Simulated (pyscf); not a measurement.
A first-order saddle from PySCF, ωB97X-D3(BJ)/def2-SVP:

```
Si
F 1 1.6156
O 1 1.6441 2 119.37
H 3 0.9672 1 109.67 2 68.55
O 1 1.6614 2 105.22 3 -114.16
H 5 0.9628 1 115.08 2 90.04
N 1 1.8314 2 106.98 5 -103.76
H 7 1.0199 1 114.56 2 161.07
H 7 1.0210 8 108.88 1 127.20
H 7 1.2176 8 120.30 9 136.04
F 10 1.2068 7 138.24 8 118.44
```

Surface: singlet, charge 0. Lowest wavenumbers (cm⁻¹): 708i, 119, 168, 248, 269.

Task: What reaction is this the transition state of?

Result: HO–Si(OH)(F)–F + NH₃ ⇌ H₂N–Si(OH)(OH)–F + HF, a four-centre exchange read from left to right: F–Si, H–N broken and N–Si, F–H formed. At ωB97M-D3(BJ)/def2-TZVP it lies +23.7 kcal/mol from the left side and +4.0 kcal/mol from the right (each side as separated species at their lowest minima found). On the reactant side the descent ends in an adduct with a N–Si contact (not fully relaxed), 8.4 kcal/mol under the separated species and 31.5 kcal/mol under the saddle at ωB97X-D3(BJ)/def2-TZVP. On the product side the descent ends in a bound adduct, 12.5 kcal/mol under the separated species and 16.5 kcal/mol under the saddle at ωB97X-D3(BJ)/def2-TZVP. What is counted as formed (N–Si) is already present as a longer contact in the reactant adduct; forming that adduct is a step of its own. One saddle was located; it need not be the lowest between these sides.
